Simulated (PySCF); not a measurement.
## TDDFT beside published excitation energies

Published values to compare with (the computed states carry no symmetry labels, so the two lists aren't matched line by line):

| state | E (eV) | f | kind of transition | source |
| --- | --- | --- | --- | --- |
| 3Bu(π→π*) | 3.58 |  | vertical absorption | [1] |
| 3Ag(π→π*) | 4.87 |  | vertical absorption | [1] |
| 1Au(Ryd) | 5.43 |  | vertical absorption | [1] |
| 1Bu(π→π*) | 5.46 |  | vertical absorption | [1] |
| 1Bg(Ryd) | 5.86 |  | vertical absorption | [1] |
| 1Bg(Ryd) | 5.99 |  | vertical absorption | [1] |
| 1Ag(π→π*) | 6.04 |  | vertical absorption | [1] |

[1] computed, CC3/aug-cc-pVTZ, gas; Loos, Jacquemin, bicyclic systems (2021), arXiv:2109.13894

Compound: C6H4O2.
InChI=1S/C6H4O2/c1-3-7-6-2-4-8-5(1)6/h1-4H

Theory: TDDFT CAM-B3LYP/def2-SVPD, vertical, gas phase, core orbitals frozen in the response (PySCF 2.14.0, density-fitted response routines). Isolated species at its GFN2-xTB geometry, gas phase.

Computed singlets: 5.33 eV (f 0.375); 5.99 eV (f 0.012); 6.38 eV (f 0.000); 6.58 eV (f 0.044); 6.58 eV (f 0.000); 6.74 eV (f 0.000); 6.94 eV (f 0.019); 7.50 eV (f 0.001). Computed triplets (Tamm–Dancoff): 3.37, 4.80, 5.26 eV.

**Question.** How does the lowest computed singlet compare with the best estimate listed for the lowest singlet (vertical absorption)?

**Answer.** 5.33 eV against 5.43 eV for 1Au(Ryd) [1]: a difference of -0.10 eV. Geometry and basis of the two calculations needn't be the same.

**Question.** How does the lowest computed triplet compare with the best estimate listed for the lowest triplet (vertical absorption)?

**Answer.** 3.37 eV against 3.58 eV for 3Bu(π→π*) [1]: a difference of -0.21 eV. Geometry and basis of the two calculations needn't be the same.
